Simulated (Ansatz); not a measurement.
Two shapes of singlet H₄O₂.

Shape 1:

```xyz
6

O    -1.4562   -0.1566    0.0041
H    -1.9061    0.6939   -0.0029
H    -0.5156    0.0872    0.0002
O     1.3728    0.1605   -0.0011
H     1.5432   -0.4076   -0.7591
H     1.5397   -0.4111    0.7587
```

Shape 2:

```xyz
6

O    -1.3396   -0.1445    0.0000
H    -1.7527    0.6381    0.0000
H    -0.4747    0.0808    0.0000
O     1.2636    0.1489    0.0000
H     1.4176   -0.3771   -0.6978
H     1.4176   -0.3771    0.6978
```

Basis set: cc-pVDZ (spherical functions). Left uncorrelated: 2 orbitals. Charge 0, multiplicity 1.

Computed with Ansatz (development build ahead of 0.2.0); each method stands on the lowest determinant of its kind that the runs found.

**Question.** Which shape is lower in energy, and by how much in each method?

**Answer.**

```
 method  E(2) − E(1) (eV)
    RHF             0.557
RHF-MP2             0.831
```

Shape 1 is lower. Caution: no unrestricted run beside it, a lower state can exist.
